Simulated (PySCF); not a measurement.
Compound: F2H2Si.
Bonds: F1–Si2, Si2–F3. Hydrogens: H4, H5 on Si2.

Method: PySCF 2.14.0, PBE0-D3(BJ)/def2-SVP geometry optimisation, gas phase; density fitting, grid level 1; the optimiser is geomeTRIC in internal coordinates, started from a GFN2-xTB structure with every atom displaced at random (about 0.01 Å).

Step 0: E = -13331.3981 eV
```
atom  x, y, z in Å  |  force x, y, z in eV/Å
F1     -1.2097   -1.0659   -0.1445   -1.169  -0.364  -0.010
Si2    -0.0310   -0.0074   -0.0349   -0.034  -0.325  -0.131
F3      1.2415   -0.9334   -0.1910    1.414  -0.507  -0.101
H4      0.0027    0.5388    1.3017   -0.109   0.553   0.586
H5     -0.0817    0.8642   -1.1904   -0.103   0.642  -0.344
```

Step 1: E = -13331.5080 eV
```
atom  x, y, z in Å  |  force x, y, z in eV/Å
F1     -1.3046   -1.0534   -0.1360    0.227  -0.048  -0.010
Si2    -0.0178   -0.0825   -0.0475    0.092   0.193   0.038
F3      1.3495   -0.9348   -0.1968   -0.338   0.000   0.012
H4     -0.0149    0.5740    1.2782    0.005  -0.084   0.070
H5     -0.0905    0.8929   -1.1569    0.013  -0.061  -0.110
```

**Question.** Estimate the geometry and energy of step 2. (The exact step hangs on the optimiser's Hessian estimate; all steps are aligned on step 1, rigid shifts and turns removed.)

**Answer.** E = -13331.5196 eV, largest force 0.063 eV/Å
```
atom  x, y, z in Å  |  force x, y, z in eV/Å
F1     -1.2824   -1.0594   -0.1369    0.017  -0.020  -0.006
Si2    -0.0188   -0.0637   -0.0448    0.042   0.046   0.005
F3      1.3262   -0.9405   -0.1974   -0.062  -0.002   0.008
H4     -0.0139    0.5681    1.2943   -0.002  -0.008  -0.006
H5     -0.0894    0.8917   -1.1743    0.006  -0.017   0.000
```

The energy changes by -0.0115 eV. The first-order estimate −F·Δx gives -0.0205 eV and the mean of the old and new forces, exact on a quadratic surface, -0.0116 eV. The step makes an angle of 24° with the force vector and moves no atom by more than 0.024 Å.

The cost below is that of the whole optimisation. On an Arm Neoverse V1 with one thread, shared host with 32 logical CPUs at a one-minute load of 24, this took 3.8 s and 0.27 GiB of memory at its peak.
